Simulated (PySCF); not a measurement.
## Fractional electron number in C (carbon, neutral)

The 2p alpha orbital of [He] 2s2 2p2 is emptied in steps (occupation f), with all orbitals relaxed, ending at [He] 2s2 2p1. All numbers are calculated (PySCF 2.14, the non-relativistic Hamiltonian (point nucleus), in aug-pcseg-2 (5s4p3d2f, 46 functions)). The exact energy is a straight line in f; departures are measured from the line between the end points of the same method.

| f | UHF (eV) | LDA (eV) | PBE (eV) | PBE0 (eV) | r2SCAN (eV) | LC-wPBE (eV) | BHandHLYP (eV) | wB97X (eV) | MN15 (eV) | M06-2X (eV) |
| --- | --- | --- | --- | --- | --- | --- | --- | --- | --- | --- |
| 1 | 0.000 | 0.000 | 0.000 | 0.000 | 0.000 | 0.000 | 0.000 | 0.000 | 0.000 | 0.000 |
| 0.75 | 0.201 | -1.063 | -1.037 | -0.733 | -0.961 | -0.192 | -0.432 | -0.242 | -0.592 | -0.482 |
| 0.5 | 0.254 | -1.440 | -1.399 | -0.983 | -1.279 | -0.258 | -0.581 | -0.323 | -0.795 | -0.661 |
| 0.25 | 0.182 | -1.093 | -1.055 | -0.739 | -0.949 | -0.192 | -0.437 | -0.236 | -0.595 | -0.500 |
| 0 | 0.000 | 0.000 | 0.000 | 0.000 | 0.000 | 0.000 | 0.000 | 0.000 | 0.000 | 0.000 |

```tsv
method	E(f=0) − E(f=1) (eV)	−ε at f=1 (eV)	−ε at f=0.5 (eV)
UHF	10.791	11.925	10.741
LDA	11.691	6.125	11.610
PBE	11.555	6.105	11.505
PBE0	11.523	7.654	11.505
r2SCAN	11.674	6.573	11.703
LC-wPBE	11.690	10.683	11.689
BHandHLYP	11.355	9.073	11.342
wB97X	11.402	10.128	11.416
MN15	11.315	8.189	11.306
M06-2X	11.305	8.805	11.239
```

Orbital energy along the path (eV):

```csv
f,UHF,LDA,PBE,PBE0,r2SCAN,LC-wPBE,BHandHLYP,wB97X,MN15,M06-2X
1,-11.925,-6.125,-6.105,-7.654,-6.573,-10.683,-9.073,-10.128,-8.189,-8.805
0.75,-11.283,-8.783,-8.734,-9.545,-9.106,-11.166,-10.186,-10.749,-9.715,-9.966
0.5,-10.741,-11.610,-11.505,-11.505,-11.703,-11.689,-11.342,-11.416,-11.306,-11.239
0.25,-10.272,-14.561,-14.356,-13.495,-14.269,-12.216,-12.518,-12.070,-12.920,-12.669
0,-9.862,-17.570,-17.179,-15.446,-16.623,-12.681,-13.686,-12.583,-14.431,-13.828
```

Reference removal energy between the ground levels: 11.260 eV (measured; NIST Atomic Spectra Database, ionization energies). The calculation has no spin-orbit coupling. UHF lacks correlation.
